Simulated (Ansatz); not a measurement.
Antifluorite Mg2Ge, treated with LDA (PAW; Ansatz, a first-principles code).

Settings: plane-wave cutoff 520 eV, 10×10×10 k mesh, Fermi–Dirac smearing 0.01 eV, scalar-relativistic PAW data made under PBE.

Computed points:

```
V (Å³/atom)  E − E_lowest (meV/atom)  P (GPa)
-----------  -----------------------  -------
19.461                         14.53     3.95
19.875                          6.22     2.50
20.289                          1.50     1.18
20.703                          0.00     0.00
21.117                          1.41    -1.07
21.531                          5.45    -2.04
21.945                         11.85    -2.91
```

Problem. Fit the third-order Birch–Murnaghan equation and give B0 and B′.

Solution. V0 = 20.702 Å³/atom, B0 = 56.2 GPa, B′ = 4.2 (fit to the energies at full precision).

Measured, for comparison: equilibrium volume per atom 21.69 Å³/atom (temperature not stated, no zero-point or thermal correction; as tabulated in Grosch, Range, J. Alloys Compd. 235, 250 (1996)). Computed (rounded) less measured: equilibrium volume per atom -4.6 %.

The computed numbers hold no vibrational or temperature effects.

Computing time: roughly 50 core-seconds.
